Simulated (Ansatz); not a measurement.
`CSC(O)O`. Charge 0, multiplicity 1. The structure was optimised at the PBE0-D4/def2-TZVP level. It is one conformer, not always the lowest.

```xyz
11

C    -0.056   -0.993   -1.514
S     1.036    0.207   -0.742
C     0.268    0.357    0.894
O    -1.098    0.576    0.720
O     0.893    1.385    1.583
H     0.334   -1.164   -2.518
H    -0.045   -1.940   -0.971
H    -1.072   -0.609   -1.578
H     0.454   -0.549    1.480
H    -1.511    0.542    1.590
H     0.796    2.188    1.056
```

Problem. What is the dipole moment at ωB97M-V/def2-TZVPP? (Estimate.)

Solution. The calculation gave: 1.72 D, with components (-1.50, -0.75, 0.37) D in this frame, pointing from negative to positive charge.

Problem. And with PBE, r2SCAN, B3LYP? (An estimate is asked.)

Solution. The calculation gave: PBE 1.70 D, r2SCAN 1.78 D, B3LYP 1.71 D.

Problem. Give the Mulliken charges with ωB97M-V, B3LYP, PBE in def2-TZVPP. (Estimate.)

Solution. The calculation gave: 
| atom | ωB97M-V | B3LYP | PBE |
| --- | --- | --- | --- |
| C1 | -0.36 | -0.28 | -0.27 |
| S2 | -0.06 | -0.11 | -0.13 |
| C3 | 0.12 | 0.20 | 0.14 |
| O4 | -0.29 | -0.31 | -0.27 |
| O5 | -0.30 | -0.32 | -0.28 |
| H6 | 0.13 | 0.12 | 0.12 |
| H7 | 0.13 | 0.11 | 0.11 |
| H8 | 0.15 | 0.13 | 0.12 |
| H9 | 0.12 | 0.10 | 0.09 |
| H10 | 0.18 | 0.19 | 0.19 |
| H11 | 0.18 | 0.19 | 0.19 |

B3LYP here is the variant with VWN-RPA as its local correlation; programs differ in this.

Computed with Ansatz.
